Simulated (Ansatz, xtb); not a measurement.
Molecule: C$_{3}$H$_{7}$O, charge -1, multiplicity 1. It need not be the lowest isomer of its formula. Whether it binds its extra electron was not tested at this geometry. 
Coordinates optimised at B3LYP-D3(BJ)/def2-TZVP (Ansatz, a quantum-chemistry and plane-wave program):
```
C
H 1 1.1150
O 1 1.4990 2 103.60
C 3 1.3827 1 111.45 2 94.55
H 4 1.1033 3 108.70 1 172.94
H 4 1.1038 5 109.76 3 122.53
H 4 1.1085 5 107.39 6 114.91
C 1 1.5177 2 106.06 3 -109.37
H 8 1.0986 1 109.03 2 -60.14
H 8 1.0997 9 106.88 1 121.33
H 8 1.1201 9 106.74 10 112.64
```
Charge -1, spin multiplicity 1.

Harmonic wavenumbers from GFN2-xTB (xtb, at its own minimum), cm⁻¹: 69, 133, 194, 365, 394, 756, 859, 920, 1041, 1054, 1136, 1149, 1215, 1315, 1377, 1415, 1487, 1524, 1528, 1541, 2512, 2664, 2711, 2768, 2830, 2878, 2907.

Task: Give the harmonic wavenumbers at B3LYP-D3(BJ)/def2-TZVP (Ansatz, finite differences of forces, unscaled).

Result: 44, 200, 267, 331, 448, 714, 877, 967, 1042, 1116, 1160, 1174, 1198, 1325, 1357, 1425, 1441, 1464, 1494, 1499, 2695, 2757, 2853, 2898, 2937, 2940, 2997 cm⁻¹. Zero-point energy 56.6 kcal/mol.

Task: From these and the geometry, give the ideal-gas thermochemistry at 298.15 K and 1 atm (rigid rotor, harmonic oscillator).

Result: Point group C1, rotational symmetry number 1. Rotational constants 27.91, 4.219, 3.997 GHz. S(trans) 38.15, S(rot) 24.04, S(vib) 11.81, S(elec, spin only) 0.00, S 74.0 cal/(mol K). H(298) - H(0) 4.18 kcal/mol; G - E(el) 38.8 kcal/mol.
